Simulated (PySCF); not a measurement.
Spectrum to structure. The calculation used TDDFT PBE0/def2-SVPD, vertical, gas phase, core orbitals frozen in the response (PySCF). Geometries: GFN2-xTB, one conformer each.

```csv
state,E (eV),f,"main configurations (H = HOMO, L = LUMO)"
S1,5.03,0.0002,H-1→L (98%)
S2,5.30,0.160,H→L (95%)
S3,6.05,0.0001,H→L+1 (96%)
S4,6.18,0.0039,"H-3→L (83%), H-4→L (12%)"
S5,6.62,0.0092,H-2→L (88%)
S6,6.79,0.0001,"H-4→L (77%), H-3→L (13%)"
```

Triplets computed (Tamm–Dancoff): 3.78, 4.31 eV.

Question: Which candidate is it?
A. `C/C=C/C#N`
B. `N#CC1=NC1`
C. `c1(cnsn1)Cl`

Answer: C. Its S1 lies at 5.03 eV; the nearest of the others has S1 at 4.04 eV. S1 is HOMO-1→LUMO (98%). Löwdin shares by element: HOMO sulfur 33%, carbon 28%, chlorine 24% (atoms not listed hold the other 15%); LUMO nitrogen 47%, sulfur 24%, carbon 12% or more (atoms not listed hold the other 16%). At the same level the other candidates give, for their lowest levels:
- `C/C=C/C#N`: 6.27 eV (f 0.439); 6.44 eV (f 0.000); 6.96 eV (f 0.001); 7.43 eV (f 0.008); 7.51 eV (f 0.001); T1 3.70 eV; HOMO -7.99, LUMO -1.37 eV
- `N#CC1=NC1`: 4.04 eV (f 0.000); 5.64 eV (f 0.072); 6.19 eV (f 0.000); 7.03 eV (f 0.006); 7.07 eV (f 0.009); T1 3.37 eV; HOMO -8.75, LUMO -2.82 eV
